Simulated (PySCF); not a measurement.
## Na2O: bending curve

All numbers come from PBE0 in PySCF with O def2-TZVP, Na def2-TZVP; no relativity; density-fitted integrals.

Rigid scan from the singlet minimum (O–Na 1.972 Å (×2); Na–O–Na 180.0°). Coordinate: the Na–O–Na angle, bonds fixed. Energies in kJ/mol from the minimum.

Predict the curve at 80, 90, 100, 110, 120, 130, 140, 150, 160, 170, 180.


```
bond angle (°)  E (kJ/mol)  dipole size (D)
            80        88.3             7.63
            90        54.5             7.14
           100        33.0             6.58
           110        19.5             5.95
           120        11.2             5.24
           130         6.1             4.46
           140         3.2             3.63
           150         1.4             2.76
           160         0.6             1.85
           170         0.1             0.93
           180         0.0             0.00
```

Other isomers or separated fragments may lie lower.
